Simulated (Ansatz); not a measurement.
(NaH)2 ring (Na₂H₂). The state is a singlet with charge 0. Geometry PBE0-D4/def2-TZVP, basis def2-TZVP, Ansatz.

```xyz
4

Na    0.8587    0.5291   -0.9749
H    -0.4374    1.4470    0.3999
Na   -0.8591   -0.5292    0.9745
H     0.4378   -1.4469   -0.3995
```

```csv
run,HOMO (eV),LUMO (eV)
A,-6.04,-0.42
B,-4.14,-0.57
C,-6.37,-0.30
D,-4.90,-1.00
E,-5.12,-0.31
F,-7.32,0.43
```

B3LYP takes the VWN-RPA correlation.

Q: The runs used B3LYP, BHLYP, CAM-B3LYP, r2SCAN, r2SCAN0, ωB97X-V. Estimate which is which.

A: A BHLYP (50 % exact exchange); B r2SCAN (0 % exact exchange); C CAM-B3LYP (range-separated); D B3LYP (20 % exact exchange); E r2SCAN0 (25 % exact exchange); F ωB97X-V (range-separated). Exact exchange lowers occupied and raises empty levels; among semilocal functionals meta-GGAs tend to open the gap a little, and such runs are hard to tell apart. The gap grows from 3.57 eV (r2SCAN) to 7.75 eV (ωB97X-V).
